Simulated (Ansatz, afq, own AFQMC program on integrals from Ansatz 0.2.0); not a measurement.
# Where AFQMC and coupled cluster stand for AlC, quartet

```xyz
2

Al    0.0000    0.0000    0.0000
C     0.0000    0.0000    6.5270
```

Basis cc-pVDZ. Only valence electrons are correlated. Integrals, coupled cluster, full CI and functionals: Ansatz 0.2.0; the random walks run on the same integrals in our own AFQMC program. The CISD trial takes its coefficients from CCSD amplitudes. Released means that phaseless walkers are propagated on without the constraint, phases kept. ± is one standard error of the sampling.

Determinant: UHF, the one that the program's search chose, which needn't be the lowest solution. The geometry is a point of a scan.

Full CI on the same integrals is exact in this basis and with this determinant's frozen core.

Cautions: lower spins were not checked; the released energies are still falling, so no released level is given (meV from the phaseless value at times in 1/Eh: -2.4 ± 1.8 at 0.24, -3.9 ± 2.2 at 0.51, -5 ± 5 at 0.99, -8.2 ± 1.3 at 1.62, -11.4 ± 2.0 at 2.40), though the last usable value meets full CI within the noise.

* T1 diagnostic: 0.0107
* weight of the determinant in the CISD state: 0.894
* ⟨S²⟩ of the determinant: 3.771
* size of the correlated space: 7 electrons in 26 orbitals

```json
{"level": "MP2", "correlation energy (eV)": "-2.2409"}
{"level": "CCSD", "correlation energy (eV)": "-3.2650"}
{"level": "CCSD(T)", "correlation energy (eV)": "-3.3088"}
```

Estimate where full CI lies against CCSD(T) on the same integrals.

2.0 kJ/mol below CCSD(T).

Reference: full CI, correlation energy -3.329 eV.

| level | E − E(reference) (kJ/mol) | share of correlation (%) |
| --- | --- | --- |
| CCSD(T) | 2.0 | 99.39 |
| CCSDT | 0.2 | 99.94 |
| CCSDT(Q) | 0.1 | 99.96 |
| CCSDTQ | 0.1 | 99.98 |
| ph-AFQMC/CISD | 1.4 ± 0.3 | 99.56 |

CCSDT and higher add their correlation energy to the determinant of the CCSD(T) run, since their own runs factorise the integrals more tightly (a shift of under 2 meV). A walk keeps the symmetry of its determinant, which the program's search chose and which needn't be the lowest solution, so a lower state of the same spin and another symmetry isn't excluded.
